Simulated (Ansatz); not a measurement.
Input file:

```yaml
crystal:
  periodic: [false, false, false]
  atoms:
    - {symbol: B, position_ang: [0.000000, -0.158204, 0.784986]}
    - {symbol: Be, position_ang: [0.000000, 0.101454, -1.113756]}
    - {symbol: H, position_ang: [0.000000, 0.789745, 1.538669]}
basis:
  gaussian: {orbitals: 6-31G}
correlation: {method: sc_nevpt2, electrons: all, active_space: {window: {electrons: 6, orbitals: 7}}}
scf: {lower_state_search: light}
```

```sh
$ ansatz run in.yaml --threads 1 --pin off --events-out ev --progress --plain --max-ram 2393MiB
```

Problem. Roughly how long does this take on 1 thread of Arm Neoverse V1, shared host, and how much host memory?

Solution. 2.1 s wall and 0.07 GiB.

```
283 factors; integrals over basis functions are off by at most 2.6e-4 eV
mean field evaluation 1: about -1079.2010 eV, gradient 7.7e0 eV
mean field evaluation 2: about -1079.1996 eV, gradient 7.7e0 eV
mean field evaluation 4: about -1079.7299 eV, gradient 9.7e-1 eV
mean field evaluation 8: about -1079.7477 eV, gradient 4.3e-4 eV
mean field evaluation 16: about -1077.7189 eV, gradient 1.6e0 eV
mean field evaluation 32: about -1075.2482 eV, gradient 2.1e1 eV
mean field -1079.74767081 eV, -39.6799950231 hartree, gradient 3.3e-6 eV, S^2 0.000000; 3 other end points of the search recorded, 0 dependent functions left out; unrestricted orbitals would lower it
reference -1079.74767081 eV, -39.6799950231 hartree; 5, 5 occupied and 15, 15 virtual orbitals, 283 factors
state -1082.42283325 eV, -39.7783054295 hartree
state -1082.42283325 eV, -39.7783054295 hartree; corrected -1083.01646316 eV, -39.8001209263 hartree
state -1082.04196441 eV, -39.7643087577 hartree
state -1082.04196441 eV, -39.7643087577 hartree; corrected -1082.91958331 eV, -39.7965606574 hartree
state -1082.42283325 eV, -39.7783054295 hartree; corrected -1083.01646316 eV, -39.8001209263 hartree
Total energy: -1083.01646316 eV, -39.8001209263 hartree
```
